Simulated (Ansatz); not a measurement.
**C₅H₁₁Cl: basis-set convergence**

One table from this session's results is given with a row withheld; the runs are named, their logs left out.

Program: Ansatz 0.2.0, Gaussian basis. Level of theory: one geometry, several basis sets. These are calculated values, not measurements.

The runs, in order: PBE0-D4/def2-SVP; ωB97M-V/def2-SVP; PBE0-D4/def2-QZVPP; ωB97M-V/def2-QZVPP; the functionals' def2-TZVPP values are taken from earlier runs.

## The relaxed structure

All runs share one geometry, relaxed beforehand with PBE0-D4 in a triple-zeta def2 set.

17 atoms, charge 0, spin multiplicity 1.

Atoms are counted from 1 here; the program's logs count them from 0.

Bond lengths: C1–C2 1.519 Å, C1–H7 1.093 Å, C1–H8 1.092 Å, C1–H9 1.094 Å, C2–C3 1.520 Å, C2–H10 1.096 Å, C2–H11 1.096 Å, C3–C4 1.518 Å, C3–H12 1.095 Å, C3–H13 1.098 Å, C4–C5 1.511 Å, C4–H14 1.098 Å, C4–H15 1.095 Å, C5–Cl6 1.790 Å, C5–H16 1.089 Å, C5–H17 1.091 Å. Angles: C2–C1–H7 111.1°, C2–C1–H8 111.6°, C2–C1–H9 111.1°, H7–C1–H8 107.7°, H7–C1–H9 107.5°, H8–C1–H9 107.7°, C1–C2–C3 112.9°, C1–C2–H10 109.6°, C1–C2–H11 109.6°, C3–C2–H10 109.4°, C3–C2–H11 109.1°, H10–C2–H11 106.0°, C2–C3–C4 112.9°, C2–C3–H12 109.5°, C2–C3–H13 109.4°, C4–C3–H12 109.3°, C4–C3–H13 109.3°, H12–C3–H13 106.2° and more.

Set-up of the first run:

Contents of in.yaml:

```yaml
crystal:
  periodic: [false, false, false]
  atoms:
    - {symbol: C, position_ang: [-1.557665, -1.643160, -1.193554]}
    - {symbol: C, position_ang: [-0.881092, -1.081282, 0.044377]}
    - {symbol: C, position_ang: [0.060696, 0.069414, -0.268598]}
    - {symbol: C, position_ang: [0.738156, 0.632691, 0.967757]}
    - {symbol: C, position_ang: [1.688082, 1.774295, 0.691919]}
    - {symbol: Cl, position_ang: [0.842202, 3.224389, 0.070570]}
    - {symbol: H, position_ang: [-2.144087, -0.874170, -1.703875]}
    - {symbol: H, position_ang: [-2.232195, -2.465440, -0.944715]}
    - {symbol: H, position_ang: [-0.820979, -2.022017, -1.907558]}
    - {symbol: H, position_ang: [-0.326411, -1.877542, 0.554794]}
    - {symbol: H, position_ang: [-1.641426, -0.738870, 0.755836]}
    - {symbol: H, position_ang: [-0.492947, 0.868132, -0.772793]}
    - {symbol: H, position_ang: [0.826022, -0.268234, -0.979144]}
    - {symbol: H, position_ang: [1.321588, -0.157094, 1.458641]}
    - {symbol: H, position_ang: [-0.013963, 0.959543, 1.693293]}
    - {symbol: H, position_ang: [2.205566, 2.092642, 1.595876]}
    - {symbol: H, position_ang: [2.428472, 1.506715, -0.062826]}
basis:
  gaussian: {orbitals: def2-SVP}
hamiltonian: {xc: pbe0, dispersion: d4}
output: {orbitals: {seedname: orbitals}}
```

Run with:

```
$ ansatz run in.yaml --threads 2 --pin off --events-out ev --progress --plain --max-ram 22528MiB --backend cpu
```

Steps of the session up to this table: PBE0-D4 in def2-SVP; ωB97M-V in def2-SVP; PBE0-D4 in def2-QZVPP; ωB97M-V in def2-QZVPP.

One table of the session follows, with a row left open; its other results are not shown here.

It belongs to the step «Functionals by basis». 

```
functional       basis  HOMO (eV)  LUMO (eV)
   PBE0-D4    def2-SVP      -8.05       1.52
   PBE0-D4  def2-TZVPP      -8.21       0.97
   PBE0-D4  def2-QZVPP      -8.25       0.59
   ωB97M-V    def2-SVP          ?          ?
   ωB97M-V  def2-TZVPP     -10.53       2.58
   ωB97M-V  def2-QZVPP     -10.57       1.88
```

**Question.** Estimate the row for ωB97M-V, def2-SVP.

The run gave: HOMO (eV): -10.33; LUMO (eV): 3.38. In the column «HOMO (eV)» it lies between ωB97M-V, def2-TZVPP (-10.53) and PBE0-D4, def2-QZVPP (-8.25).
